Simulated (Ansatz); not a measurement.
## Ansatz (development build ahead of 0.2.0) run

```yaml
crystal:
  periodic: [false, false, false]
  atoms:
    - { symbol: S, position_ang: [0.0, 0.0, 0.0] }
    - { symbol: S, position_ang: [0.0, 0.0, 2.3] }
basis:
  gaussian: { orbitals: def2-SVP }
magnetization:
  spin_polarized: true
  initial_magnetization: 2
hamiltonian:
  xc: hf
correlation:
  method: mp2
  frozen_orbitals: { S: 5 }
output:
  forces: true
```

The input is written out in the form of the current development build from the run's settings.

Results

```json
{
 "Converged": "yes",
 "Reference energy": "-794.75620 hartree",
 "Correlation energy": "-0.20979 hartree",
 "Total energy": "-794.96600 hartree",
 "Spin squared of the determinant": "2.017",
 "Stability test": "minimum"
}
```

Forces (eV/Å):
```json
{"atom": "S1", "Fx": "0.000", "Fy": "0.000", "Fz": "4.396"}
{"atom": "S2", "Fx": "0.000", "Fy": "0.000", "Fz": "-4.396"}
```

Caution: bonds are stretched, where a single reference can fail.
